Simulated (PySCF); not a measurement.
**SiS (SMILES [Si-]#[S+]) at B2PLYP/cc-pVTZ**

Aim: the energy change on altering one bond length of SiS at B2PLYP/cc-pVTZ, from 2 runs. The job is set up through a Python script.

The results are computed with PySCF 2.14.0.

6 further runs of the same task are left out: 6 set aside as unsound or not needed.

## 1. The system as given

SiS: 2 atoms, total charge 0, spin state singlet. SMILES: `[Si-]#[S+]`. The bond length is the measured one.

Bond lengths: Si1–S2 1.929 Å.

## 2. The energy at B2PLYP/cc-pVTZ

File job.py:

```python
from pyscf import gto, dft, mp

system = gto.Mole()
system.atom = 'Si 0.000000 0.000000 0.000000; S 0.000000 0.000000 1.929321'
system.spin = 0
system.charge = 0
system.verbose = 3
system.max_memory = 1860
system.basis = 'cc-pvtz'
system.build()

mf = dft.RKS(system, xc='0.53*HF + 0.47*B88, 0.73*LYP')
mf.grids.level = 5
mf.conv_tol = 1e-10
mf.kernel()
if not mf.converged:
    mf = mf.newton().run(mf.mo_coeff, mf.mo_occ)

pt = mp.MP2(mf, frozen=10).run()
e_final = mf.e_tot + 0.27 * pt.e_corr
print('PT2 part  %.8f' % (0.27 * pt.e_corr))
print('E(%s) = %.9f' % ('B2PLYP', e_final))
```

Started as:

```bash
$ OMP_NUM_THREADS=1 python job.py
```

The log of the run:

```text
converged SCF energy = -687.392054675819
E(RMP2) = -687.723356951074  E_corr = -0.331302275255723
E(SCS-RMP2) = -687.719754431566  E_corr = -0.327699755747039
PT2 part  -0.08945161
E(B2PLYP) = -687.481506290
```

It took 4.2 s on 1 thread of Arm Neoverse V2, shared host; peak memory 0.32 GiB.

## 3. The distorted shape

File calc.py:

```python
from pyscf import gto, dft, mp

mol = gto.M(
    atom='Si 0.000000 0.000000 -1.543479; S 0.000000 0.000000 1.929321',
    spin=0,
    max_memory=1860,
    basis='cc-pvtz',
    verbose=4,
)

mf = dft.RKS(mol, xc='0.53*HF + 0.47*B88, 0.73*LYP')
mf.conv_tol = 1e-10
mf.grids.level = 5
mf.kernel()
if not mf.converged:
    mf = mf.newton().run(mf.mo_coeff, mf.mo_occ)

pt = mp.MP2(mf, frozen=10).run()
e_final = mf.e_tot + 0.27 * pt.e_corr
print('PT2 part  %.8f' % (0.27 * pt.e_corr))
print('E(%s) = %.9f' % ('B2PLYP', e_final))
```

Started as:

```bash
$ OMP_NUM_THREADS=1 python calc.py
```

The log of the run:

```text
PySCF version 2.14.0

[INPUT] num. atoms = 2
[INPUT] num. electrons = 30
[INPUT] charge = 0
[INPUT] spin (= nelec alpha-beta = 2S) = 0
[INPUT] symmetry False subgroup None
[INPUT] Mole.unit = angstrom
[INPUT] Symbol           X                Y                Z      unit          X                Y                Z       unit  Magmom
[INPUT]  1 Si     0.000000000000   0.000000000000  -1.543479000000 AA    0.000000000000   0.000000000000  -2.916752589018 Bohr   0.0
[INPUT]  2 S      0.000000000000   0.000000000000   1.929321000000 AA    0.000000000000   0.000000000000   3.645888296372 Bohr   0.0

nuclear repulsion = 34.1326005661368
number of shells = 18
number of NR pGTOs = 118
number of NR cGTOs = 68
basis = cc-pvtz
ecp = {}

******** <class 'pyscf.dft.rks.RKS'> ********
method = RKS
initial guess = minao
damping factor = 0
level_shift factor = 0
DIIS = <class 'pyscf.scf.diis.CDIIS'>
diis_start_cycle = 1
diis_space = 8
diis_damp = 0
SCF conv_tol = 1e-10
SCF conv_tol_grad = None
SCF max_cycles = 50
direct_scf = True
direct_scf_tol = 1e-13
XC library pyscf.dft.libxc version 7.0.0
    S. Lehtola, C. Steigemann, M. J.T. Oliveira, and M. A.L. Marques.,  SoftwareX 7, 1–5 (2018)
XC functionals = 0.53*HF + 0.47*B88, 0.73*LYP
    A. D. Becke.,  Phys. Rev. A 38, 3098 (1988)
    C. Lee, W. Yang, and R. G. Parr.,  Phys. Rev. B 37, 785 (1988)
    B. Miehlich, A. Savin, H. Stoll, and H. Preuss.,  Chem. Phys. Lett. 157, 200 (1989)
radial grids:
    Treutler-Ahlrichs [JCP 102, 346 (1995); DOI:10.1063/1.469408] (M4) radial grids

becke partition: Becke, JCP 88, 2547 (1988); DOI:10.1063/1.454033
pruning grids: <function nwchem_prune>
grids dens level: 5
symmetrized grids: False
atomic radii adjust function: <function treutler_atomic_radii_adjust>
small_rho_cutoff = 0
Set gradient conv threshold to 1e-05
Initial guess from minao.
tot grids = 86600
init E= -686.87518389199
  HOMO = -0.277929886004498  LUMO = -0.092524500498543  gap/eV = 5.04514
cycle= 1 E= -686.62004451926  delta_E= 0.255  |g|= 0.73  |ddm|= 0.94
  HOMO = -0.264905389006729  LUMO = -0.02512452602212  gap/eV = 6.52477
cycle= 2 E= -681.912816742067  delta_E= 4.71  |g|= 2.19  |ddm|= 2.95
  HOMO = -0.196643108974694  LUMO = -0.114261967479783  gap/eV = 2.24171
cycle= 3 E= -683.872539720402  delta_E= -1.96  |g|= 1.96  |ddm|= 1.28
  HOMO = -0.197164409688084  LUMO = -0.141433682046694  gap/eV = 1.51651
cycle= 4 E= -684.682709599013  delta_E= -0.81  |g|= 1.99  |ddm|= 0.407
  HOMO = -0.205263246663754  LUMO = -0.121372802142634  gap/eV = 2.28278
cycle= 5 E= -684.294078101212  delta_E= 0.389  |g|=    2  |ddm|= 0.19
  HOMO = -0.200428148365011  LUMO = -0.134682454459967  gap/eV = 1.78903
cycle= 6 E= -684.655571238929  delta_E= -0.361  |g|=    2  |ddm|= 0.181
  HOMO = -0.223620893706829  LUMO = -0.151415787408061  gap/eV = 1.96480
cycle= 7 E= -686.902556890731  delta_E= -2.25  |g|= 0.562  |ddm|= 2.07
  HOMO = -0.243300300251411  LUMO = -0.151819405927727  gap/eV = 2.48932
cycle= 8 E= -687.112765046617  delta_E= -0.21  |g|= 0.14  |ddm|= 0.733
  HOMO = -0.238086671199156  LUMO = -0.140170893748505  gap/eV = 2.66442
cycle= 9 E= -687.122418495225  delta_E= -0.00965  |g|= 0.033  |ddm|= 0.132
  HOMO = -0.241713986875419  LUMO = -0.140218909669556  gap/eV = 2.76182
cycle= 10 E= -687.123603929083  delta_E= -0.00119  |g|= 0.0487  |ddm|= 0.0999
  HOMO = -0.242127925962696  LUMO = -0.139344124018062  gap/eV = 2.79689
cycle= 11 E= -687.124167078184  delta_E= -0.000563  |g|= 0.055  |ddm|= 0.0412
  HOMO = -0.243511949609947  LUMO = -0.139202157641258  gap/eV = 2.83841
cycle= 12 E= -687.121373536757  delta_E= 0.00279  |g|= 0.0927  |ddm|= 0.0341
  HOMO = -0.24570219605378  LUMO = -0.13752790037539  gap/eV = 2.94357
cycle= 13 E= -687.122729576683  delta_E= -0.00136  |g|= 0.101  |ddm|= 0.101
  HOMO = -0.24509166354684  LUMO = -0.138648688659329  gap/eV = 2.89646
cycle= 14 E= -687.120374754915  delta_E= 0.00235  |g|= 0.105  |ddm|= 0.101
  HOMO = -0.24297219886666  LUMO = -0.139913518447794  gap/eV = 2.80437
cycle= 15 E= -687.122172756471  delta_E= -0.0018  |g|= 0.0384  |ddm|= 0.125
  HOMO = -0.242915293887945  LUMO = -0.140093832573618  gap/eV = 2.79791
cycle= 16 E= -687.120274566646  delta_E= 0.0019  |g|= 0.044  |ddm|= 0.0801
  HOMO = -0.246828424643855  LUMO = -0.136202658215268  gap/eV = 3.01028
cycle= 17 E= -687.129460455614  delta_E= -0.00919  |g|= 0.0199  |ddm|= 0.404
  HOMO = -0.247816786817912  LUMO = -0.133393176157918  gap/eV = 3.11363
cycle= 18 E= -687.133141975568  delta_E= -0.00368  |g|= 0.0162  |ddm|= 0.187
  HOMO = -0.252191067959052  LUMO = -0.124956249393329  gap/eV = 3.46224
cycle= 19 E= -687.137360123609  delta_E= -0.00422  |g|= 0.0176  |ddm|= 0.364
  HOMO = -0.25449412931997  LUMO = -0.121860894095633  gap/eV = 3.60913
cycle= 20 E= -687.137449956283  delta_E= -8.98e-05  |g|= 0.0147  |ddm|= 0.114
  HOMO = -0.251500089304634  LUMO = -0.125520491978696  gap/eV = 3.42808
cycle= 21 E= -687.137386395051  delta_E= 6.36e-05  |g|= 0.0185  |ddm|= 0.116
  HOMO = -0.251438357759745  LUMO = -0.125194241535383  gap/eV = 3.43528
cycle= 22 E= -687.137646868164  delta_E= -0.00026  |g|= 0.00757  |ddm|= 0.0325
  HOMO = -0.251993307330357  LUMO = -0.124527781122798  gap/eV = 3.46851
cycle= 23 E= -687.137710737839  delta_E= -6.39e-05  |g|= 0.000458  |ddm|= 0.0272
  HOMO = -0.251904685642622  LUMO = -0.124552329179595  gap/eV = 3.46543
cycle= 24 E= -687.137710937655  delta_E= -2e-07  |g|= 0.000139  |ddm|= 0.00126
  HOMO = -0.251925786139221  LUMO = -0.124529094398439  gap/eV = 3.46664
cycle= 25 E= -687.137710967951  delta_E= -3.03e-08  |g|= 2.73e-05  |ddm|= 0.000862
  HOMO = -0.251923876463961  LUMO = -0.124532454249922  gap/eV = 3.46650
cycle= 26 E= -687.13771096878  delta_E= -8.29e-10  |g|= 3.84e-06  |ddm|= 0.000131
  HOMO = -0.25192410383569  LUMO = -0.12453201454087  gap/eV = 3.46652
cycle= 27 E= -687.137710968802  delta_E= -2.18e-11  |g|= 1.54e-07  |ddm|= 1.9e-05
  HOMO = -0.251924119243065  LUMO = -0.1245320272879  gap/eV = 3.46652
Extra cycle  E= -687.137710968802  delta_E=    0  |g|= 9.25e-08  |ddm|= 3.03e-07
converged SCF energy = -687.137710968802

******** <class 'pyscf.mp.mp2.RMP2'> ********
nocc = 5, nmo = 58
frozen orbitals 10
E(RMP2) = -687.472042988387  E_corr = -0.33433201958571
E(SCS-RMP2) = -687.480186852236  E_corr = -0.342475883434677
E_corr(same-spin) = -0.0677567770017409
E_corr(oppo-spin) = -0.266575242583969
PT2 part  -0.09026965
E(B2PLYP) = -687.227980614
```

Wall time 9 s (1 thread of Arm Neoverse V2, shared host); peak memory 0.32 GiB.

## 4. Outcome

Level: B2PLYP/cc-pVTZ, 10 core orbitals frozen.

| quantity | value |
| --- | --- |
| first shape: total energy | -687.48151 Eh |
| first shape: dipole moment (SCF part) | 2.00 D |
| first shape: HOMO energy (SCF part's orbitals) | -8.96 eV |
| first shape: LUMO energy (SCF part's orbitals) | -1.13 eV |
| first shape: HOMO–LUMO gap (SCF part's orbitals) | 7.83 eV |
| distorted shape: total energy | -687.22798 Eh |
| distorted shape: dipole moment (SCF part) | 6.36 D |
| distorted shape: HOMO energy (SCF part's orbitals) | -6.86 eV |
| distorted shape: LUMO energy (SCF part's orbitals) | -3.39 eV |
| distorted shape: HOMO–LUMO gap (SCF part's orbitals) | 3.47 eV |
| energy change with the Si1–S2 bond stretched from 1.929 to 3.473 Å | 6.899 eV |

One bond (distorted shape) is far stretched, which a spin-restricted single reference describes badly; perturbation theory on it can break down and give far too much correlation. With the Si1–S2 bond stretched from 1.929 to 3.473 Å the energy rises by 6.90 eV (666 kJ/mol). The first shape isn't relaxed at this level, so the change isn't measured from a minimum. A restricted reference can't describe the breaking bond well at this length.
